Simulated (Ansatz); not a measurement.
How far each method lies from UCCSDT(Q) for HGeBr, triplet

Geometry: that of the HGeBr, singlet, kept fixed.

| atom | x (Å) | y (Å) | z (Å) |
| --- | --- | --- | --- |
| Ge | 0.0000 | -0.0382 | 1.2160 |
| Br | 0.0000 | 0.0151 | -1.1224 |
| H | 0.0000 | 1.5551 | 1.3441 |

Basis cc-pVTZ; Ansatz 0.2.0. Correlated methods freeze the noble-gas cores and the filled d shells of p-block atoms, which leaves 12 electrons in 72 orbitals. R marks a restricted (for open shells ROHF) determinant, U an unrestricted one. Active spaces: valence = (12e, 9o) chosen from the atoms' valence shells. No spin–orbit coupling is included, and no scalar relativity.

Full CI isn't at hand for all of this; UCCSDT(Q) serves as the reference, and is uncertain by about the last step of the cluster series. The frozen core follows each run's orbitals, which can shift R against U totals by a few meV for light atoms and by up to 0.1 eV past Ca.

* UHF ⟨S²⟩: 2.015
* T1 diagnostic (RCCSD): 0.0321
* largest doubles amplitude (RCCSD): 0.030
* T1 diagnostic (UCCSD): 0.0238

```csv
level,E − E(UHF) (eV)
UMP2,-6.4095
UCCSD,-7.1986
UCCSD(T),-7.5040
```

(1) Estimate how far UCCSDT(Q) in cc-pVTZ lies from UCCSD(T). The table doesn't fix it; the size of (T) and the diagnostics are the guide.

(1) UCCSDT(Q) in cc-pVTZ lies 1.78 mEh below UCCSD(T), which is 16 % of the (T) step (-11.22 mEh). T1 is raised, but (T) still catches most of what CCSD lacks. The miss exceeds 1 kcal/mol.

The other levels:

| level | E − E(UCCSDT(Q)) (mEh) | wall time |
| --- | --- | --- |
| UCCSDT | 0.57 | – |

Run but not shown, since their state, orbitals or frozen core can't be matched to the reference's or they repeat it: RHF, RMP2, RCCSD, RCCSD(T), BCCD(T), RCCSDT, RCCSDT(Q), CASSCF (valence space), NEVPT2 (valence space), MRCISD (valence space), MRCISD+Q (valence space).

Natural occupations of CASSCF (valence space) about the gap: 1.995 1.978 1.963 1.007 1.002 0.031 0.027; effectively unpaired electrons, Σ n²(2−n)², 2.01.
